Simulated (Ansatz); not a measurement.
This triplet is an excited state, 2.98 eV above the relaxed singlet at the level composite: frozen-core CCSD(T) with HF/cc-pVQZ and the correlation energy extrapolated as X^-3 from cc-pVTZ and cc-pVQZ, plus CCSDT(Q) minus CCSD(T) in cc-pVDZ // B3LYP-D3(BJ)/def2-TZVP (Ansatz, a first-principles code).

Species: C$_{2}$H$_{4}$, SMILES `C=C` (excited triplet) (charge 0, multiplicity 3).

Give a relaxed geometry from B3LYP-D3(BJ)/def2-TZVP (Ansatz).

the end point of this relaxation (outside a Z-matrix the atoms follow the SMILES, hydrogens last).
Z-matrix (Å, degrees):
```
C
H 1 1.0865
H 1 1.0865 2 116.35
C 1 1.4426 2 121.83 3 -179.99
H 4 1.0865 1 121.82 2 -90.03
H 4 1.0865 5 116.35 1 180.00
```
